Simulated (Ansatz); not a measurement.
A ladder of methods for SiH2 (SMILES [SiH2])

The species is SiH2 (3 atoms), meant as a singlet with charge 0. As SMILES, `[SiH2]`. Geometry: relaxed at PBE0-D4/def2-TZVP.

```xyz
3

Si   -0.4912    0.4686   -0.2136
H     0.8403    0.5786    0.5225
H    -0.3491   -1.0472   -0.3089
```

Quantity: the vertical ionisation energy (to the doublet cation), in eV. The values are calculated.

| level | kind | program | value (eV) | less FCI/3-21G |
| --- | --- | --- | --- | --- |
| HF/3-21G | Hartree–Fock | Ansatz | 8.48 | -0.30 |
| B3LYP/3-21G | global hybrid | Ansatz | 9.43 | +0.65 |
| BHLYP/3-21G | global hybrid | Ansatz | 9.31 | +0.53 |
| CAM-B3LYP/3-21G | range-separated hybrid | Ansatz | 9.40 | +0.62 |
| HSE06/3-21G | range-separated hybrid | Ansatz | 9.33 | +0.55 |
| MP2/3-21G | perturbation theory | Ansatz | 8.71 | -0.07 |
| CCSD(T)/3-21G | coupled cluster or CI | Ansatz | 8.78 | 0.00 |
| CCSDTQ/3-21G | coupled cluster or CI | Ansatz | 8.78 | 0.00 |
| FCI/3-21G | exact in the basis | Ansatz | 8.78 | 0.00 |

FCI/3-21G is exact within its basis and frozen core, so for wave-function methods in that basis the difference is their error; functionals converge differently with the basis, so for them it is only a difference. The values span 8.48 to 9.43 eV. All rows use very small basis sets, so none should be taken for the real molecule's value.
